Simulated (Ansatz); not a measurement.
One stationary structure of Nb. Calculation: PBEsol (plane waves to 420 eV, PAW, scalar-relativistic; Ansatz, a quantum-chemistry and plane-wave program).

```xyz
1
Lattice="-1.6356 1.6356 1.6356 1.6356 -1.6356 1.6356 1.6356 1.6356 -1.6356" Properties=species:S:1:pos:R:3 pbc="T T T"
Nb     0.0000     0.0000     0.0000
```

Find the space group and the Wyckoff positions (tolerance 0.01 Å).

Space group Im-3m (No. 229); a = b = c = 3.271 Å, α = β = γ = 90.00°

```tsv
atom	site	symmetry	x	y	z
Nb	2a	m-3m	0.0000	0.0000	0.0000
```

This is the bcc (W type).

Give the shortest distances between elements (the closest pairs, up to four, under 3.6 Å).

Nb–Nb 2.83 Å.

| Property | Result |
|---|---|
| Volume per atom | 17.50 Å³ |
| Band gap | zero (metallic) |

No spin polarisation in the result.

Measured for Nb: a 3.294 Å (static lattice; corrected from measurement; as listed in Daniel Mejia-Rodriguez, S. B. Trickey, Phys. Rev. B (2018)). Computed minus measured — a: PBEsol -0.7 %. The computed values are for a static lattice.

The run could not lose the symmetry of its start.
